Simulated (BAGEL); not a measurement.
# C2H4F2O (SMILES FCOCF): PBE0/cc-pVDZ (density fitting with qzvpp-jkfit)

What is the energy change on altering one bond length of C2H4F2O at PBE0/cc-pVDZ (density fitting with qzvpp-jkfit)? 

Program for the calculation: BAGEL 1.2.2.

3 further runs of the same task are left out: 3 that didn't finish.

## (1) Starting point

The species is C2H4F2O (9 atoms), meant as a singlet with charge 0. SMILES: `FCOCF`. The shape is that of a PBE0-D4/def2-TZVP optimisation. This is one conformer, not always the lowest.

Bond lengths: F1–C2 1.375 Å, C2–O3 1.381 Å, O3–C4 1.381 Å, C4–F5 1.375 Å, C2–H6 1.094 Å, C2–H7 1.090 Å, C4–H8 1.094 Å, C4–H9 1.090 Å. Some angles: F1–C2–O3 110.4°, C2–O3–C4 114.8°, O3–C4–F5 110.4°, F1–C2–H6 107.3°, F1–C2–H7 108.3°, O3–C2–H6 111.9°, O3–C2–H7 107.0°, O3–C4–H8 111.9°, O3–C4–H9 107.0°, F5–C4–H8 107.3°.

## (2) A single-point energy at PBE0/cc-pVDZ (density fitting with qzvpp-jkfit)

Input file input.json:

```json
{ "bagel": [

{
  "title": "molecule",
  "basis": "cc-pvdz.json",
  "df_basis": "qzvpp-jkfit",
  "angstrom": true,
  "geometry": [
    { "atom": "F", "xyz": [   -1.734200,    0.805200,   -0.245200 ] },
    { "atom": "C", "xyz": [   -0.460700,    0.758500,   -0.762300 ] },
    { "atom": "O", "xyz": [    0.071100,   -0.508000,   -0.618700 ] },
    { "atom": "C", "xyz": [    0.447400,   -0.834700,    0.669300 ] },
    { "atom": "F", "xyz": [    1.603900,   -0.174500,    1.013000 ] },
    { "atom": "H", "xyz": [    0.132500,    1.512200,   -0.235900 ] },
    { "atom": "H", "xyz": [   -0.517700,    0.959900,   -1.832000 ] },
    { "atom": "H", "xyz": [   -0.316800,   -0.555400,    1.400900 ] },
    { "atom": "H", "xyz": [    0.648400,   -1.905900,    0.679800 ] }
  ]
},
{
  "title": "ks",
  "xc_func": "pbe0"
},
{
  "title": "print",
  "file": "orbitals.molden",
  "orbitals": true
}

]}
```

The basis set cc-pVDZ is read from a file made from the Basis Set Exchange's data (not shown).

The run is started by

```bash
$ BAGEL_NUM_THREADS=1 BAGEL input.json > input.out
```

What it wrote:

```text
* using 1 threads per process

  ===============================================================
  ===============================================================

  *** Geometry ***

  { "atom" : "F", "xyz" : [     -3.277163,      1.521607,     -0.463361 ] },
  { "atom" : "C", "xyz" : [     -0.870597,      1.433357,     -1.440538 ] },
  { "atom" : "O", "xyz" : [      0.134360,     -0.959981,     -1.169174 ] },
  { "atom" : "C", "xyz" : [      0.845463,     -1.577354,      1.264794 ] },
  { "atom" : "F", "xyz" : [      3.030932,     -0.329757,      1.914293 ] },
  { "atom" : "H", "xyz" : [      0.250389,      2.857644,     -0.445786 ] },
  { "atom" : "H", "xyz" : [     -0.978311,      1.813948,     -3.461978 ] },
  { "atom" : "H", "xyz" : [     -0.598665,     -1.049554,      2.647317 ] },
  { "atom" : "H", "xyz" : [      1.225298,     -3.601629,      1.284636 ] },

  Number of auxiliary basis functions:      453

  Since a DF basis is specified, we compute 2- and 3-index integrals:
    o Being stored without compression. Storage requirement is 0.029 GB

  Number of basis functions:       90
  Number of electrons      :       42

    * METHOD: MOLECULE                             0.22

  *** Kohn-Sham DFT ***

    * Removing 17377 points whose weight is below 1.00e-10
    * Grid points: 116777

  === Nuclear Repulsion ===
   193.1082387979

       - DIIS with orbital gradients will be used.

  === KS iteration (pbe0 / cc-pvdz.json) ===
      0       -321.83498092          0.10796873           0.40
      1       -301.91062207          0.20754839           0.39
      2       -327.21243853          0.14133652           0.38
      3       -350.99960436          0.05909626           0.38
      4       -352.00245903          0.03791151           0.39
      5       -352.95472963          0.01791996           0.38
      6       -353.12559969          0.00794416           0.39
      7       -353.16005112          0.00264818           0.37
      8       -353.16612862          0.00041275           0.38
      9       -353.16627697          0.00005612           0.38
     10       -353.16627890          0.00000493           0.37
     11       -353.16627891          0.00000147           0.39
     12       -353.16627892          0.00000019           0.38
     13       -353.16627892          0.00000013           0.38
     14       -353.16627892          0.00000005           0.38
     15       -353.16627892          0.00000001           0.38
     16       -353.16627892          0.00000001           0.38
    * SCF iteration converged.

    * Permanent dipole moment:
           (   -0.004645,     0.028284,     0.034574) a.u.

    * METHOD: KS                                   7.26

    * METHOD: PRINT                                0.02

  ===============================================================
```

Wall time 7.8 s (1 thread of Arm Neoverse V1, shared host); peak memory 0.48 GiB.

## (3) The distorted shape

Input file input.json:

```json
{ "bagel" : [

{
  "title" : "molecule",
  "basis" : "cc-pvdz.json",
  "df_basis" : "qzvpp-jkfit",
  "angstrom" : true,
  "geometry" : [
    { "atom" : "F", "xyz" : [   -1.717099,    0.744777,    0.075728 ] },
    { "atom" : "C", "xyz" : [   -0.443599,    0.698077,   -0.441372 ] },
    { "atom" : "O", "xyz" : [    0.088201,   -0.568423,   -0.297772 ] },
    { "atom" : "C", "xyz" : [    0.464501,   -0.895123,    0.990228 ] },
    { "atom" : "F", "xyz" : [    1.621001,   -0.234923,    1.333928 ] },
    { "atom" : "H", "xyz" : [    0.149601,    1.451777,    0.085028 ] },
    { "atom" : "H", "xyz" : [   -0.517700,    0.959900,   -1.832000 ] },
    { "atom" : "H", "xyz" : [   -0.299699,   -0.615823,    1.721828 ] },
    { "atom" : "H", "xyz" : [    0.665501,   -1.966323,    1.000728 ] }
  ]
},
{ "title" : "ks", "xc_func" : "pbe0" },
{ "title" : "print", "file" : "orbitals.molden", "orbitals" : true }

]}
```

The basis set cc-pVDZ is read from a file made from the Basis Set Exchange's data (not shown).

The run is started by

```bash
$ BAGEL_NUM_THREADS=1 BAGEL input.json > input.out
```

What it wrote:

```text
* using 1 threads per process

  ===============================================================
  ===============================================================

  *** Geometry ***

  { "atom" : "F", "xyz" : [     -3.244847,      1.407425,      0.143105 ] },
  { "atom" : "C", "xyz" : [     -0.838281,      1.319174,     -0.834072 ] },
  { "atom" : "O", "xyz" : [      0.166676,     -1.074164,     -0.562708 ] },
  { "atom" : "C", "xyz" : [      0.877780,     -1.691537,      1.871260 ] },
  { "atom" : "F", "xyz" : [      3.063248,     -0.443940,      2.520759 ] },
  { "atom" : "H", "xyz" : [      0.282705,      2.743461,      0.160680 ] },
  { "atom" : "H", "xyz" : [     -0.978311,      1.813948,     -3.461978 ] },
  { "atom" : "H", "xyz" : [     -0.566349,     -1.163737,      3.253783 ] },
  { "atom" : "H", "xyz" : [      1.257615,     -3.715812,      1.891102 ] },

  Number of auxiliary basis functions:      453

  Since a DF basis is specified, we compute 2- and 3-index integrals:
    o Being stored without compression. Storage requirement is 0.029 GB

  Number of basis functions:       90
  Number of electrons      :       42

    * METHOD: MOLECULE                             0.22

  *** Kohn-Sham DFT ***

    * Removing 16974 points whose weight is below 1.00e-10
    * Grid points: 117180

  === Nuclear Repulsion ===
   191.6948330999

       - DIIS with orbital gradients will be used.

  === KS iteration (pbe0 / cc-pvdz.json) ===
      0       -321.93465783          0.10710483           0.41
      1       -300.94229711          0.20508940           0.39
      2       -327.20488244          0.13816141           0.38
      3       -349.21750507          0.07276271           0.38
      4       -348.10088352          0.07597458           0.39
      5       -352.74119872          0.02196818           0.38
      6       -353.02764508          0.01192414           0.38
      7       -353.12697512          0.00203209           0.39
      8       -353.12937775          0.00114293           0.39
      9       -353.13007826          0.00042920           0.38
     10       -353.13020461          0.00006905           0.39
     11       -353.13020772          0.00001524           0.38
     12       -353.13020784          0.00000858           0.39
     13       -353.13020789          0.00000241           0.38
     14       -353.13020790          0.00000075           0.37
     15       -353.13020790          0.00000012           0.38
     16       -353.13020790          0.00000004           0.38
     17       -353.13020790          0.00000002           0.38
     18       -353.13020790          0.00000000           0.38
    * SCF iteration converged.

    * Permanent dipole moment:
           (   -0.006764,     0.074776,    -0.090183) a.u.

    * METHOD: KS                                   8.06

    * METHOD: PRINT                                0.02

  ===============================================================
```

It took 8.7 s on 1 thread of Arm Neoverse V1, shared host; peak memory 0.48 GiB.

## (4) What came out

Level: PBE0/cc-pVDZ (density fitting with qzvpp-jkfit).

| quantity | value |
| --- | --- |
| first shape: total energy | -353.16628 Eh |
| first shape: dipole moment | 0.11 D |
| first shape: HOMO energy | -9.12 eV |
| first shape: LUMO energy | 2.13 eV |
| first shape: HOMO–LUMO gap | 11.26 eV |
| distorted shape: total energy | -353.13021 Eh |
| distorted shape: dipole moment | 0.30 D |
| distorted shape: HOMO energy | -8.91 eV |
| distorted shape: LUMO energy | 0.90 eV |
| distorted shape: HOMO–LUMO gap | 9.81 eV |
| energy change with the C2–H7 bond stretched from 1.090 to 1.417 Å | 0.982 eV |

In words: With the C2–H7 bond stretched from 1.090 to 1.417 Å the energy rises by 0.98 eV (94.7 kJ/mol). The first shape isn't relaxed at this level, so the change isn't measured from a minimum.
